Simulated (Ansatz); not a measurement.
A run of Ansatz (development build ahead of 0.2.0) on triplet AlLiS in separate pieces at this shape:

```yaml
atoms:
  - { symbol: Li, position_ang: [0.0000, 0.0000, 0.0000] }
  - { symbol: Al, position_ang: [0.0000, 0.0000, 7.2520] }
  - { symbol: S, position_ang: [0.0000, 6.3828, -1.7103] }
```

Its results:

```json
{
  "Converged": "yes",
  "Total energy": "-647.91575 hartree",
  "Spin squared of the determinant": "2.000",
  "Stability test": "minimum among restricted orbitals"
}
```

(1) Which input gives this output? Name the method, the orbitals and the basis set, and write the input.

Results:

(1) ωB97X (restricted open-shell) in pcseg-2.

```yaml
crystal:
  periodic: [false, false, false]
  atoms:
    - { symbol: Li, position_ang: [0.0, 0.0, 0.0] }
    - { symbol: Al, position_ang: [0.0, 0.0, 7.252] }
    - { symbol: S, position_ang: [0.0, 6.3828, -1.7103] }
basis:
  gaussian: { orbitals: pcseg-2 }
magnetization:
  initial_magnetization: 2
hamiltonian:
  xc: { name: wB97X }
```

Caution: stretched shape with no unrestricted run beside it, a lower state can exist; charge can spread falsely over distant fragments; other spin multiplicities may lie lower.
